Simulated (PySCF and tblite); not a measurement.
The numbers below are computed, except where a source is named.
C₄H₇N, numbered as in [CH3:1][CH2:2][CH2:3][C:4]#[N:5].

Conformers came from 90 starts (ETKDG and KDG, MMFF94s, GFN2-xTB); geometries are PBE0-D3(BJ)/def2-SVP. Free energies are B3LYP-D3(BJ)/def2-TZVP single points with GFN2-xTB rigid-rotor and vibrational terms (modes under about 100 cm⁻¹ blended into free rotors). Symmetry numbers and mirror images are counted. Conformers within 3 kcal/mol (GFN2-xTB free energy) were kept, 8 at most. Programs: PySCF with density fitting and tblite.

Rotational constants are equilibrium values for the commonest isotopes; dipoles come from the energy level named.

Torsions listed: C1–C2–C3–C4. Of a mirror pair one member is shown.

```csv
conformer,shape,symmetry,weight %
1,62°,C1 (pair),73.0
2,180°,Cs,27.0
```

Sets of constants, in random order:

```csv
set,A (MHz),B (MHz),C (MHz),abs μa (D),abs μb (D),abs μc (D)
P,23994,2263,2151,4.10,1.09,0.00
Q,10187,3236,2692,3.43,2.20,0.45
```

Q: Match each set to its conformer.

A: P is conformer 2, Q is conformer 1.
